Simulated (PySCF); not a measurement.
## Ionisation energy of H by level of theory

H 1s1 (2S) → H⁺ (bare nucleus), as a difference of total energies. Calculation: PySCF 2.14, in aug-cc-pVQZ with one added diffuse shell each of s, p, d, f type (6s5p4d3f, 62 functions); no relativity, point nucleus. The calculations carry no spin-orbit coupling.

| method | ionisation energy (eV) |
| --- | --- |
| UHF | 13.604 |
| LDA | 13.024 |
| PBE | 13.604 |
| PBE0 | 13.640 |
| r2SCAN | 13.609 |
| BLYP | 13.548 |
| wB97M-V | 13.459 |
| BP86 | 13.613 |
| HSE06 | 13.645 |

For comparison: 13.598 eV (theoretical estimate listed by NIST; NIST Atomic Spectra Database, ionization energies).
